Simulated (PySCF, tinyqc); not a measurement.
Coupled-perturbed Hartree-Fock on RHF in the sto-3g basis, for LiH, spin multiplicity 1, step by step. The lowest restricted solution is unstable here: a spin-polarised one lies 0.0040 hartree lower (PySCF). One step of it, computed by the program tinyqc.

Question. Coupled step 1. U_ai = -(mu_ai + sum_bj [4 (ai|bj) - (ab|ij) - (aj|bi)] U_bj) / (e_a - e_i); alpha = -4 sum U_ai mu_ai.

uncoupled U:
```
           i1         i2
a3   0.000000   0.000000
a4  -0.080441  -2.494233
a5   0.012228   0.379144
a6   0.000000   0.000000
```

dipole integrals <a|y|i> (bohr):
```
           i1         i2
a3   0.000000   0.000000
a4   0.203314   0.985178
a5  -0.030905  -0.149755
a6   0.000000   0.000000
```

orbital energies (hartree): MO1 -2.367206, MO2 -0.234708, MO3 0.070499, MO4 0.160275, MO5 0.160275, MO6 0.385686

Two-electron integrals over orbitals (pq|rs), unique and non-zero (hartree):
```
(11|11) 1.659308    (21|11) -0.098176   (21|21) 0.010054    (22|11) 0.311741
(22|21) 0.002619    (22|22) 0.448624    (31|11) -0.141888   (31|21) 0.010625
(31|22) -0.011012   (31|31) 0.022035    (32|11) 0.029161    (32|21) -0.002546
(32|22) -0.060550   (32|31) -0.000247   (32|32) 0.022418    (33|11) 0.390571
(33|21) -0.008752   (33|22) 0.212788    (33|31) 0.000845    (33|32) 0.014990
(33|33) 0.327528    (41|41) 0.009806    (42|41) 0.007265    (42|42) 0.021128
(43|41) 0.010391    (43|42) 0.020439    (43|43) 0.041385    (44|11) 0.396342
(44|21) -0.003577   (44|22) 0.243430    (44|31) -0.005068   (44|32) 0.014369
(44|33) 0.279335    (44|44) 0.312946    (51|51) 0.009806    (52|51) 0.007265
(52|52) 0.021128    (53|51) 0.010391    (53|52) 0.020439    (53|53) 0.041385
(54|54) 0.016869    (55|11) 0.396342    (55|21) -0.003577   (55|22) 0.243430
(55|31) -0.005068   (55|32) 0.014369    (55|33) 0.279335    (55|44) 0.279207
(55|55) 0.312946    (61|11) 0.068452    (61|21) -0.009103   (61|22) -0.007345
(61|31) -0.004453   (61|32) 0.002772    (61|33) 0.011731    (61|44) 0.001595
(61|55) 0.001595    (61|61) 0.010769    (62|11) -0.080986   (62|21) 0.001423
(62|22) 0.107235    (62|31) 0.004239    (62|32) -0.045500   (62|33) -0.018438
(62|44) -0.037951   (62|55) -0.037951   (62|61) 0.001038    (62|62) 0.131016
(63|11) 0.024051    (63|21) -0.002218   (63|22) -0.058739   (63|31) 0.003964
(63|32) 0.018384    (63|33) 0.036794    (63|44) 0.008559    (63|55) 0.008559
(63|61) 0.004503    (63|62) -0.040065   (63|63) 0.031945    (64|41) -0.005790
(64|42) -0.018308   (64|43) -0.011773   (64|64) 0.019118    (65|51) -0.005790
(65|52) -0.018308   (65|53) -0.011773   (65|65) 0.019118    (66|11) 0.351322
(66|21) 0.000719    (66|22) 0.420100    (66|31) -0.010627   (66|32) -0.049585
(66|33) 0.238725    (66|44) 0.257700    (66|55) 0.257700    (66|61) -0.005167
(66|62) 0.095750    (66|63) -0.046713   (66|66) 0.415345
```

Give: U after step 1; polarisability.

Answer.

U after step 1:
```
         i1       i2
a3   0.0000   0.0000
a4  -0.0671  -3.6260
a5   0.0102   0.5512
a6   0.0000   0.0000
```

polarisability = 14.6751 bohr^3
